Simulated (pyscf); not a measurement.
A first-order saddle from PySCF, ωB97X-D3(BJ)/def2-SVP:

```
In
H 1 1.7531
S 2 2.0132 1 88.57
H 3 1.3501 2 83.11 1 92.52
Cl 1 2.3317 2 163.81 3 20.52
```
Charge 0, spin multiplicity 1.

Surface: singlet, charge 0. Lowest wavenumbers (cm⁻¹): 1224i, 93, 119, 287, 381.

Q: Which two sides does it connect, and which bonds change?

A: Cl–In (SMILES [Cl][In]) [singlet] + H₂S (SMILES S) ⇌ HS–InH–Cl (SMILES [SH][InH][Cl]), an insertion read from left to right: H–S broken and In–S, H–In formed. At CCSD(T)/def2-TZVPP + ΔMP2(QZVPP) it lies +45.6 kcal/mol from the left side and +47.4 kcal/mol from the right (each side as separated species at their lowest minima found). On the reactant side the descent ends in a bound adduct, 8.3 kcal/mol under the separated species and 53.9 kcal/mol under the saddle at ωB97X-D3(BJ)/def2-TZVP. The same reactants have a lower exit, to HS–In [singlet] + HCl (highest point, the separated products, at +16.4 kcal/mol at ωB97M-D3(BJ), against +48.8 kcal/mol here). One saddle was located; it need not be the lowest between these sides. The CCSD(T) − MP2 part came from Ansatz, without density fitting, on the same reference. The frozen core leaves the outer d or s,p core shells of the metals and heavy elements correlated in the MP2 and CC values, and def2-TZVPP describes them poorly, which can shift differences by a few kcal/mol. Elements past Kr carry the def2 core potentials, without spin-orbit coupling.
